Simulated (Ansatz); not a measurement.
Double-hcp La was calculated with r²SCAN+rVV10 (plane waves, PAW; Ansatz, an electronic-structure program).

Settings: plane-wave cutoff 500 eV, 24×24×6 k mesh (along the axes of the cell as run), Fermi–Dirac smearing 0.1 eV, scalar-relativistic PAW data made under PBE.

Computed at the level's own relaxed cell.

Task: Predict the equilibrium volume per atom, lattice parameter a and c axis length.

Result: 
* **equilibrium volume per atom**: 36.15 Å³/atom
* **lattice parameter a**: 3.741 Å
* **c axis length**: 11.929 Å

Measured, for comparison: lattice constant a 3.774 Å, lattice parameter c 12.171 Å (293 K, not corrected to a static lattice; as tabulated in Wikipedia's data pages). Computed (rounded) less measured: lattice constant a -0.9 %, lattice parameter c -2.0 %. A static lattice is as a rule a little smaller and stiffer than an uncorrected measurement, which narrows the difference in the lattice constant a, lattice parameter c and would widen misses of the other sign.

Spin–orbit coupling is not included.

Computed values are for the static lattice.

The result took roughly 12 core-minutes.
